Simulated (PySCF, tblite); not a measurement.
**C3H3F3: geometry, infrared bands, NMR shifts and spin-spin couplings**

What infrared bands, NMR shifts and spin-spin couplings should C3H3F3 (`F/C=C(/F)CF`) show?

Programs: tblite 0.8.0 and PySCF 2.14.0, with density-fitted response routines of our own. Each step states its level of theory. These are calculated values for one molecule in the gas phase, unless marked as measured. Atoms are numbered from 0 throughout.

### Step 1. Starting geometry

9 atoms, charge 0, multiplicity 1; geometry from: force field or distance geometry start.

Bonds of the start (Å): F0–C1 1.37, C1–C2 1.31, C2–F3 1.36, C2–C4 1.52, C4–F5 1.39, C1–H6 1.09, C4–H7 1.11, C4–H8 1.11.

### Step 2. Optimising the geometry with GFN2-xTB

The job: settings as JSON, then the geometry in Å.

```
{"job": {"kind": "relax", "xc": "GFN2-xTB", "basis": "xTB"}, "charge": 0, "multiplicity": 1}
F      1.236600    -1.588000     0.064200
C      1.312900    -0.228100    -0.041500
C      0.265200     0.564600    -0.076700
F      0.335700     1.920400    -0.184800
C     -1.085800    -0.119000    -0.013200
F     -1.775800     0.349500     1.098000
H      2.304900     0.220100    -0.075400
H     -1.650900     0.095800    -0.944600
H     -0.929400    -1.209200     0.148900
```

Launch:

```bash
$ OMP_NUM_THREADS=1 python probes_run.py task.json out
```

The driver reads the jobs from task.json and runs them one after another.

**Question.** This job is followed by: GFN2-xTB harmonic vibrations, gas phase; GIAO PBE0/pcSseg-1 NMR shielding, non-relativistic, gas phase; B3LYP/pcJ-1 indirect spin-spin coupling, non-relativistic, gas phase. Predict these results of the whole session: strongest single infrared mode (GFN2-xTB); zero-point energy (GFN2-xTB); ¹³C shifts against TMS (PBE0/pcSseg-1); ¹H shifts against TMS (PBE0/pcSseg-1, means over atoms taken as alike); ¹⁹F shifts against CFCl3 (PBE0/pcSseg-1); largest coupling of the table (B3LYP/pcJ-1).

**Answer**, as computed:

```
                                                              quantity                       value
                             strongest single infrared mode (GFN2-xTB)       1220 cm⁻¹, 121 km/mol
                                          zero-point energy (GFN2-xTB)               34.6 kcal/mol
                                ¹³C shifts against TMS (PBE0/pcSseg-1)      163.1, 153.9, 78.8 ppm
¹H shifts against TMS (PBE0/pcSseg-1, means over atoms taken as alike)              7.62, 5.49 ppm
                              ¹⁹F shifts against CFCl3 (PBE0/pcSseg-1)  -167.3, -174.2, -240.0 ppm
                           largest coupling of the table (B3LYP/pcJ-1)    ¹J(F,C) F0–C1, -326.9 Hz
```

**Reading.** The optimisation took 51 steps and gained 0.266 eV; among the close pairs (by a distance rule), F0–C1 changed most, from 1.366 to 1.333 Å. All 21 modes are real, so the xTB geometry is a minimum. The strongest single mode, at 1220 cm⁻¹, is carried by H7, H8, C2, C1. GFN2-xTB is a fitted tight-binding method: band positions and strengths are rough. Its intensities can rank the bands wrongly. The most deshielded hydrogen is H6 (hydrogen on an alkene CH), at 7.62 ppm: attached to an sp2 carbon and in the plane of the double bond. At PBE0/pcSseg-1: The largest span, 150 ppm, is at F0, where the paramagnetic term is -128 ppm. Of the pairs tabulated at B3LYP/pcJ-1, F0–C1 couples most strongly (-326.9 Hz; Fermi contact -320.4 Hz). Couplings across rotatable bonds belong to this one conformer; where others are populated, the observed values are averages. Density functionals describe couplings to fluorine poorly, F–F couplings above all, so those rows are rough.
